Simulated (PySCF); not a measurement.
Energy of Cl (chlorine, neutral) between two integer charges

The 3p beta orbital of [Ne] 3s2 3p5 is emptied in steps (occupation f), with all orbitals relaxed, ending at [Ne] 3s2 3p4. Calculation: PySCF 2.14, in def2-TZVPPD (6s6p4d1f, 51 functions); the non-relativistic Hamiltonian (point nucleus). The exact energy is a straight line in f; departures are measured from the line between the end points of the same method.

| f | UHF (eV) | LDA (eV) | PBE (eV) | PBE0 (eV) | r2SCAN (eV) | LC-wPBE (eV) | BHandHLYP (eV) | wB97X (eV) | MN15 (eV) | CAM-B3LYP (eV) |
| --- | --- | --- | --- | --- | --- | --- | --- | --- | --- | --- |
| 1 | 0.000 | 0.000 | 0.000 | 0.000 | 0.000 | 0.000 | 0.000 | 0.000 | 0.000 | 0.000 |
| 0.75 | 0.235 | -0.945 | -0.913 | -0.631 | -0.849 | -0.091 | -0.366 | -0.166 | -0.492 | -0.379 |
| 0.5 | 0.299 | -1.268 | -1.218 | -0.840 | -1.119 | -0.118 | -0.494 | -0.224 | -0.646 | -0.511 |
| 0.25 | 0.216 | -0.955 | -0.911 | -0.627 | -0.820 | -0.084 | -0.376 | -0.171 | -0.472 | -0.387 |
| 0 | 0.000 | 0.000 | 0.000 | 0.000 | 0.000 | 0.000 | 0.000 | 0.000 | 0.000 | 0.000 |

For CAM-B3LYP, how does the orbital energy at f = 1 compare with the removal energy?

−ε = 11.075 eV against a total-energy difference of 13.076 eV. By Janak's theorem ε = ∂E/∂f, so the gap between them reflects the curvature. Along the path −ε is 12.049 (f = 0.75), 13.057 (f = 0.5), 14.091 (f = 0.25) eV.

| method | E(f=0) − E(f=1) (eV) | −ε at f=1 (eV) | −ε at f=0.5 (eV) |
| --- | --- | --- | --- |
| UHF | 11.771 | 13.082 | 11.721 |
| LDA | 13.208 | 8.209 | 13.181 |
| PBE | 12.980 | 8.130 | 12.983 |
| PBE0 | 12.962 | 9.602 | 12.972 |
| r2SCAN | 13.022 | 8.470 | 13.095 |
| LC-wPBE | 13.066 | 12.575 | 13.084 |
| BHandHLYP | 12.881 | 10.958 | 12.855 |
| wB97X | 13.003 | 12.129 | 12.992 |
| MN15 | 13.065 | 10.425 | 13.115 |
| CAM-B3LYP | 13.076 | 11.075 | 13.057 |

Reference removal energy between the ground levels: 12.968 eV (measured; NIST Atomic Spectra Database, ionization energies). The calculation has no spin-orbit coupling. UHF lacks correlation.
